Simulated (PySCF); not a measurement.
## Working with the constants of SH⁻

RHF-CCSD(T) constants of SH⁻, ¹Σ⁺ (singlet), closed shell (basis H def2-TZVPPD, S def2-TZVPPD; no relativity; PySCF 2.14; masses 1.0078 and 31.9721 u):

| Quantity | Value |
| --- | --- |
| ωe | 2654.8 cm⁻¹ |
| ωexe | 52.9 cm⁻¹ |
| Be | 9.5443 cm⁻¹ |
| αe | 0.295 cm⁻¹ |
| D (centrifugal) | 0.000493 cm⁻¹ |

Problem. Estimate the standard entropy (1 bar) and heat capacity of the ideal gas at 500 K, rigid rotor with B0 and harmonic oscillator at the fundamental.

Solution. Translation (Sackur–Tetrode, M = 32.98 u): 163.2 J/(mol K). Rotation: q = kT/(σB0) = 37.0 with σ = 1, 38.3. Vibration: x = hcν0/kT = 7.33, 0.05. S° = 201.6 J/(mol K); Cp = 7R/2 + 0.29 = 29.4 J/(mol K).

Correlated steps freeze 5 core orbitals.
